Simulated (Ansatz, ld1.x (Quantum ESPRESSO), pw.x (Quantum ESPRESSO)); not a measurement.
## From atom to crystal: ultrasoft potential for Mg

```json
{
 "Element": "magnesium",
 "Generator": "ld1.x (Quantum ESPRESSO) 7.5",
 "Type": "ultrasoft",
 "Functional": "LDA (PW92)",
 "Relativity": "scalar-relativistic",
 "Frozen core": "[Ne]",
 "Valence charge": "2",
 "Reference configuration": "3s2 3p0",
 "Partial waves": "3s (bound): rcut 2.00, rcutus 2.45 bohr; 3s channel at 0.15 Ry: rcut 2.00, rcutus 2.45 bohr; 3p (bound, empty): rcut 2.75, rcutus 3.60 bohr; 3p channel at 0.65 Ry: rcut 2.75, rcutus 3.60 bohr; 3d channel at 0.35 Ry: rcut 2.75, rcutus 3.25 bohr",
 "Local potential": "all-electron potential smoothed inside 2.60 bohr (lloc = -2)",
 "Core correction": "Bessel-smoothed model core inside 2.35 bohr",
 "Augmentation charge": "built from norm-conserving waves at rcut, not smoothed further"
}
```

Atomic tests: cutoffs needed: 6 Ry and 6 Ry (the cutoffs (Ry, on a coarse ladder) from which the occupation-weighted sum of valence levels, in a spherical-Bessel basis at the reference potential, stays within 10 and 1 mRy of its value at 400 Ry); ghost test: no extra level below or beside the all-electron valence levels (s, p, d, f tested) (spherical-Bessel basis up to 400 Ry, 20 bohr box); largest excitation error: +5.4 meV (all-electron minus pseudo) for 3s0 3p1, out of 5 test configurations.

Crystal test: bcc Mg in pw.x 7.5, no spin, 13³ k-points, Fermi–Dirac smearing 0.01 Ry, cutoffs 40/600 Ry. The lattice is a test structure that the element need not adopt, and mesh and smearing are coarse.

pw.x input:

```
&control
  calculation='scf', prefix='x', pseudo_dir='./', outdir='./tmp', tstress=.true., disk_io='none'
/
&system
  ibrav=0, nat=1, ntyp=1, ecutwfc=40, ecutrho=600, nbnd=8,
  occupations='smearing', smearing='fd', degauss=0.01
/
&electrons
  conv_thr=1e-09, mixing_beta=0.4, electron_maxstep=70
/
ATOMIC_SPECIES
Mg 1.0 Mg.UPF
CELL_PARAMETERS angstrom
  -1.75378771 1.75378771 1.75378771
  1.75378771 -1.75378771 1.75378771
  1.75378771 1.75378771 -1.75378771
ATOMIC_POSITIONS crystal
Mg 0.0000 0.0000 0.0000
K_POINTS automatic
13 13 13 0 0 0
```

```bash
pw.x < Mg.scf.in > Mg.scf.out
```

Question: How does the run end?

Answer: It converges; the pressure is 0.19 GPa against 0.17 GPa from all-electron LAPW. The largest radius (3.60 bohr) exceeds half the bond length (2.87 bohr), so the spheres overlap, which is one possible source of error among others. The log shows:

```
Message from routine setup:
     using ibrav=0 with symmetry is DISCOURAGED, use correct ibrav instead
     lattice parameter (alat)  =       5.7403  a.u.
     unit-cell volume          =     145.6088 (a.u.)^3
     number of electrons       =         2.00
     number of Kohn-Sham states=            8
     kinetic-energy cutoff     =      40.0000  Ry
     charge density cutoff     =     600.0000  Ry
     scf convergence threshold =      1.0E-09
     Exchange-correlation= PW
     number of k points=    84  Fermi-Dirac smearing, width (Ry)=  0.0100
     iteration #  1     ecut=    40.00 Ry     beta= 0.40
     total energy              =      -2.10605076 Ry
     estimated scf accuracy    <       0.00338125 Ry
     iteration #  2     ecut=    40.00 Ry     beta= 0.40
     total energy              =      -2.10577579 Ry
     estimated scf accuracy    <       0.00117339 Ry
     iteration #  3     ecut=    40.00 Ry     beta= 0.40
     total energy              =      -2.10578560 Ry
     estimated scf accuracy    <       0.00000004 Ry
     iteration #  4     ecut=    40.00 Ry     beta= 0.40
     total energy              =      -2.10578563 Ry
     estimated scf accuracy    <          4.9E-09 Ry
     iteration #  5     ecut=    40.00 Ry     beta= 0.40
     the Fermi energy is     3.8495 ev
!    total energy              =      -2.10578563 Ry
     estimated scf accuracy    <          6.7E-11 Ry
     smearing contrib. (-TS)   =      -0.00211361 Ry
     The total energy is F=E-TS. E is the sum of the following terms:
     one-electron contribution =       1.32404387 Ry
     hartree contribution      =       0.00370087 Ry
     xc contribution           =      -1.23525653 Ry
     ewald contribution        =      -2.19616023 Ry
     convergence has been achieved in   5 iterations
          total   stress  (Ry/bohr**3)                   (kbar)     P=        1.90
     Message from routine punch:
     Nothing written, as per user request (disk_io='none')
```
